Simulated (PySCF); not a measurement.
## Bond curve of BO

Set-up: PySCF, no relativity, basis sets B def2-TZVP, O def2-TZVP. Energies in eV from B + O in their ground configurations at the same level. State: ²Σ⁺ (doublet), unpaired electrons σ ↑.

```tsv
R (Å)	PBE0
1.035	-6.663
1.083	-7.647
1.131	-8.201
1.167	-8.401
1.203	-8.455
1.239	-8.394
1.287	-8.174
1.347	-7.740
1.419	-7.073
1.516	-6.070
```

Question: Put a parabola through the three lowest points of the PBE0 curve and estimate Re, k and ωe (reduced mass 6.521 u; 1 eV/Å² = 0.16022 mdyn/Å; ωe = 1302.8·√(k/μ) cm⁻¹).

Answer: Through R = 1.167, 1.203, 1.239 Å the second-order coefficient is 44.4 eV/Å², so Re ≈ 1.202 Å, k ≈ 14.2 mdyn/Å and ωe ≈ 1924 cm⁻¹. A polynomial fit of higher order to the unrounded PBE0 energies gives Re = 1.201 Å, k = 14.4 mdyn/Å, ωe = 1934 cm⁻¹; anharmonicity and rounding make the difference.

The higher-order fit for each curve: PBE0: Re = 1.201 Å, ωe = 1934 cm⁻¹, De = 8.46 eV.

The state was picked by a PBE0 search and need not be the measured ground state.
